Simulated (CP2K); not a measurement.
# AlH (SMILES [AlH]): GFN2-xTB

Aim: the energy change on altering one bond length of AlH at GFN2-xTB, from 2 runs. 

The calculation is run with CP2K 2026.2.

1 further run of the same task is left out (set aside as unsound or not needed).

## 1. The system as given

AlH has 2 atoms, charge 0, and is taken as a singlet. As SMILES, `[AlH]`. Geometry: relaxed at PBE0-D4/def2-TZVP.

Bond lengths: Al1–H2 1.665 Å.

## 2. The energy at GFN2-xTB

File molecule.xyz:

```xyz
2

Al     0.000000     0.000000    -0.025640
H      0.000000     0.000000     1.639110
```

File mol.inp:

```
&GLOBAL
  PROJECT_NAME mol
  RUN_TYPE ENERGY
  PRINT_LEVEL MEDIUM
&END GLOBAL

&FORCE_EVAL
  METHOD Quickstep
  &DFT
    ! Quickstep
    &QS
      METHOD XTB
      EPS_DEFAULT 1.0E-10
      &XTB
        GFN_TYPE TBLITE
        &TBLITE
          METHOD GFN2
        &END TBLITE
        CHECK_ATOMIC_CHARGES F
      &END XTB
    &END QS
    ! no periodic images
    &POISSON
      PERIODIC NONE
      POISSON_SOLVER ANALYTIC
    &END POISSON
    ! self-consistent field
    &SCF
      SCF_GUESS ATOMIC
      EPS_SCF 1.0E-07
      MAX_SCF 150
      ADDED_MOS 4
      &DIAGONALIZATION
        ALGORITHM STANDARD
      &END DIAGONALIZATION
      &MIXING
        METHOD DIRECT_P_MIXING
        ALPHA 0.4
      &END MIXING
      &SMEAR ON
        METHOD FERMI_DIRAC
        ELECTRONIC_TEMPERATURE [K] 300
      &END SMEAR
    &END SCF
    &PRINT
      &MOMENTS
        PERIODIC F
        REFERENCE COM
        MAX_MOMENT 1
      &END MOMENTS
      &MO ON
        ENERGIES T
        OCCUPATION_NUMBERS T
        NDIGITS 6
        &EACH
          QS_SCF 0
        &END EACH
        ADD_LAST NUMERIC
      &END MO
      &HIRSHFELD OFF
      &END HIRSHFELD
    &END PRINT
  &END DFT
  ! atoms, cell and kinds
  &SUBSYS
    &CELL
      ABC 16 16 17.7
      PERIODIC NONE
    &END CELL
    &TOPOLOGY
      COORD_FILE_NAME molecule.xyz
      COORD_FILE_FORMAT XYZ
      &CENTER_COORDINATES
      &END CENTER_COORDINATES
    &END TOPOLOGY
  &END SUBSYS
&END FORCE_EVAL
```

Launch:

```
OMP_NUM_THREADS=1 cp2k.psmp -i mol.inp -o mol.out
```

The program printed:

```text
CP2K| version string:                                       CP2K version 2026.2
[...]
 GLOBAL| Method name                                                        CP2K
[...]
 GLOBAL| Run type                                                         ENERGY
[...]
                             - Atoms:                                          2
[...]
                             - Spherical basis functions:                     10
[...]
 Number of electrons:                                                          4
[...]
  *** SCF run converged in    10 steps ***
[...]
  Fermi energy:                                                -0.27088148477305
[...]
 TB_DIPOLE| Moment [Debye]          0.00000000       0.00000000      -2.02418419
 TB_DIPOLE| Derivative [a.u.]       0.00000000       0.00000000       0.00000000
[...]
 ENERGY| Total FORCE_EVAL ( QS ) energy [hartree]             -1.487467164896267
[...]
```

It took 0.2 s on 1 thread of Arm Neoverse V2, shared host.

## 3. The distorted shape at the same level

File molecule.xyz:

```xyz
2

Al     0.000000     0.000000    -0.857990
H      0.000000     0.000000     1.639110
```

File calc.inp:

```
&GLOBAL
  PROJECT calc
  RUN_TYPE ENERGY
  PRINT_LEVEL MEDIUM
&END GLOBAL

&FORCE_EVAL
  METHOD QS
  &DFT
    CHARGE 0
    MULTIPLICITY 1
    &QS
      METHOD XTB
      EPS_DEFAULT 1.0E-10
      &XTB
        GFN_TYPE TBLITE
        &TBLITE
          METHOD GFN2
        &END TBLITE
        CHECK_ATOMIC_CHARGES F
      &END XTB
    &END QS
    &POISSON
      PERIODIC NONE
      POISSON_SOLVER ANALYTIC
    &END POISSON
    # self-consistent field
    &SCF
      SCF_GUESS ATOMIC
      EPS_SCF 1.0E-07
      MAX_SCF 150
      ADDED_MOS 4
      &DIAGONALIZATION
        ALGORITHM STANDARD
      &END DIAGONALIZATION
      &MIXING
        METHOD DIRECT_P_MIXING
        ALPHA 0.4
      &END MIXING
      &SMEAR ON
        METHOD FERMI_DIRAC
        ELECTRONIC_TEMPERATURE [K] 300
      &END SMEAR
    &END SCF
    &PRINT
      &MOMENTS
        PERIODIC F
        REFERENCE COM
        MAX_MOMENT 1
      &END MOMENTS
      &MO ON
        ENERGIES T
        OCCUPATION_NUMBERS T
        NDIGITS 6
        &EACH
          QS_SCF 0
        &END EACH
        ADD_LAST NUMERIC
      &END MO
      &HIRSHFELD OFF
      &END HIRSHFELD
    &END PRINT
  &END DFT
  # structure
  &SUBSYS
    # vacuum box
    &CELL
      ABC [angstrom] 16 16 18.5
      PERIODIC NONE
    &END CELL
    &TOPOLOGY
      COORD_FILE_NAME molecule.xyz
      COORD_FILE_FORMAT XYZ
      &CENTER_COORDINATES
      &END CENTER_COORDINATES
    &END TOPOLOGY
  &END SUBSYS
&END FORCE_EVAL
```

Launch:

```
OMP_NUM_THREADS=1 cp2k.psmp calc.inp > calc.out
```

The program printed:

```text
CP2K| version string:                                       CP2K version 2026.2
[...]
 GLOBAL| Method name                                                        CP2K
[...]
 GLOBAL| Run type                                                         ENERGY
[...]
                             - Atoms:                                          2
[...]
                             - Spherical basis functions:                     10
[...]
 Number of electrons:                                                          4
[...]
  *** SCF run converged in    22 steps ***
[...]
  Fermi energy:                                                -0.30637901189699
[...]
 TB_DIPOLE| Moment [Debye]          0.00000000       0.00000000      -4.07405691
 TB_DIPOLE| Derivative [a.u.]       0.00000000       0.00000000       0.00000000
[...]
 ENERGY| Total FORCE_EVAL ( QS ) energy [hartree]             -1.441311177618112
[...]
```

It took 0.22 s on 1 thread of Arm Neoverse V2, shared host.

## 4. Summary of results

At GFN2-xTB:

| quantity | value |
| --- | --- |
| first shape: total energy | -1.48747 Eh |
| first shape: dipole moment (from atomic charges alone) | 2.02 D |
| first shape: HOMO energy | -8.74 eV |
| first shape: LUMO energy | -6.42 eV |
| first shape: HOMO–LUMO gap | 2.32 eV |
| first shape: dispersion energy | -1.62 kJ/mol |
| distorted shape: total energy | -1.44131 Eh |
| distorted shape: dipole moment (from atomic charges alone) | 4.07 D |
| distorted shape: HOMO energy | -9.26 eV |
| distorted shape: LUMO energy | -7.41 eV |
| distorted shape: HOMO–LUMO gap | 1.85 eV |
| distorted shape: dispersion energy | -4.33 kJ/mol |
| energy change with the Al1–H2 bond stretched from 1.665 to 2.497 Å | 1.256 eV |

**Reading.** One bond (distorted shape) is far stretched, which a spin-restricted single reference describes badly. With the Al1–H2 bond stretched from 1.665 to 2.497 Å the energy rises by 1.26 eV (121 kJ/mol). The first shape isn't relaxed at this level, so the change isn't measured from a minimum. A restricted reference can't describe the breaking bond well at this length. The dipole (first shape) comes from point charges on the atoms alone, without atomic dipoles, so it is partial. The dipole (distorted shape) comes from point charges on the atoms alone, without atomic dipoles, so it is partial.
